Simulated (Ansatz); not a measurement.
CH4OSi, SMILES `C[Si]O`, 7 atoms. Charge 0, multiplicity 1. Hardware: A = 2 threads of a server CPU on a shared host; B = 2 threads of an AMD EPYC 7R13 on a shared host and a share of an NVIDIA H100 80 GB. Correlated methods freeze the cores. Open-shell runs search over several starts.

How many basis functions does each run have, and how long does it take in Ansatz? UKS PBE0-D4/def2-TZVPP energy of the cation [A]; RKS PBE0-D4/def2-QZVPP energy [A]; RKS PBE0-D4/def2-SVP energy [A]; RHF-CCSD(T)/cc-pV(Q+d)Z energy [B]; UKS r2SCAN-D4/def2-TZVPP energy of the cation [A]; RKS ωB97M-V/def2-TZVPP energy and forces [A]; RHF-CCSD(T)/def2-SVP energy [A]; UKS PBE-D4/def2-TZVPP energy of the cation [A]; UHF-CCSD(T)/def2-QZVPP energy of the cation [B]; RKS PBE0-D4/def2-TZVP relaxation (15 steps) [A]; RKS SPW92 (LDA)/def2-TZVPP energy [A]; RKS ωB97M-V/def2-QZVPP energy [A]. (Best estimate.)

Computed: Other jobs shared the machine, so times are rough.

```
                     level                        job  functions  wall time  peak host memory (GiB)
      RKS PBE0-D4/def2-SVP                 energy [A]         66      1.1 s                     0.4
RKS SPW92 (LDA)/def2-TZVPP                 energy [A]        160      1.4 s                     0.4
      RHF-CCSD(T)/def2-SVP                 energy [A]         66        2 s                     0.4
     UKS PBE-D4/def2-TZVPP   energy of the cation [A]        160        3 s                     0.4
    UKS PBE0-D4/def2-TZVPP   energy of the cation [A]        160      3.4 s                     0.4
    RKS PBE0-D4/def2-QZVPP                 energy [A]        304      5.5 s                    0.77
   RHF-CCSD(T)/cc-pV(Q+d)Z                 energy [B]        294      5.5 s                    0.83
    RKS ωB97M-V/def2-TZVPP      energy and forces [A]        160        6 s                     0.4
  UKS r2SCAN-D4/def2-TZVPP   energy of the cation [A]        160        6 s                     0.4
    UHF-CCSD(T)/def2-QZVPP   energy of the cation [B]        304       12 s                    0.87
    RKS ωB97M-V/def2-QZVPP                 energy [A]        304       13 s                    0.93
     RKS PBE0-D4/def2-TZVP  relaxation (15 steps) [A]        123       33 s                     0.4
```
